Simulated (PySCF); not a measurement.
Species: C4H9N.
Bonds: C1–C2 (double), C2–N3, N3–C4, N3–C5. Hydrogens: H6, H7 on C1; H8 on C2; H9, H10, H11 on C4; H12, H13, H14 on C5.

Lines to be assigned: C 1s: 289.11 (area 1), 291.01 (area 1), 291.72 (area 2) eV; N 1s: 405.16 eV.

Computed, not measured: PySCF, delta-SCF UKS SCAN, pcX-2 on the ionised atom, pcseg-1 elsewhere, spin-free X2C. Isolated species at its PBE0-D3(BJ)/def2-SVP geometry, gas phase.

Q: Order the carbon atoms by C 1s binding energy.

A: 289.11 eV: C1 (terminal =CH2 carbon); 291.01 eV: C2 (vinylic carbon bearing nitrogen); 291.72 eV: C4/C5 (N-methyl carbon). Lowest listed C 1s: C1, bonded to C (double bond) and 2 H. Highest, 2.61 eV above it: C4/C5, bonded to N and 3 H.

Bonded neighbours of each site: C1: C (double bond) and 2 H; C2: N, C (double bond) and H; N3: 3 C; C4/C5: N and 3 H.

Q: Which photon wavelength matches the N 1s of N3 threshold?

A: λ = hc/E = 12398.42 eV Å / 405.16 eV = 30.601 Å.

One atom of each set of topologically equivalent atoms was ionised and stands for the set; in this conformer not all members are related by symmetry, and their own values weren't computed. Spin contamination (⟨S²⟩ against 0.75 for a pure doublet) is marked for C 1s of C2 (0.87), which makes this value less certain.

Time: 33 s of wall time. Hardware: one thread, Arm Neoverse V1, shared host.

Conformer computed: `[CH2:1]=[CH:2][N:3]([CH3:4])[CH3:5]`: C1–C2–N3–C4 156°.
